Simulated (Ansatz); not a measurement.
**GaGeTe (R-3m, No. 166; cell taken from a computed entry)**

Calculation: HSE06 (Ansatz, a quantum-chemistry and plane-wave program, plane waves, PAW).

Numerical settings: plane-wave cutoff 460 eV, 6×6×6 k mesh, Fermi–Dirac smearing 0.01 eV, scalar-relativistic PAW data made under PBE.

Cell (relaxed with PBEsol):

```
CELL_PARAMETERS angstrom
      2.02499     1.16913    11.64230
     -2.02499     1.16913    11.64230
      0.00000    -2.33826    11.64230
ATOMIC_POSITIONS crystal
  Ga 0.25225 0.25225 0.25225
  Ga 0.74775 0.74775 0.74775
  Ge 0.32189 0.32189 0.32189
  Ge 0.67811 0.67811 0.67811
  Te 0.11738 0.11738 0.11738
  Te 0.88262 0.88262 0.88262
```

```yaml
band_gap: 0.87 eV (on the SCF k mesh)
direct gap at Γ: 1.86 eV
```

Note: cell and atoms aren't relaxed at this level (largest force component 0.10 eV/Å, pressure 0.9 GPa); this cell isn't known to be the ambient phase, and symmetry holds it in the calculation; the cell has widely spaced layers and the level no dispersion term, so their spacing and the moduli can rest on weak binding.

Spin–orbit coupling is not included; with these elements it can move the gap by several tenths of an eV or more.

The computed numbers hold no vibrational or temperature effects.
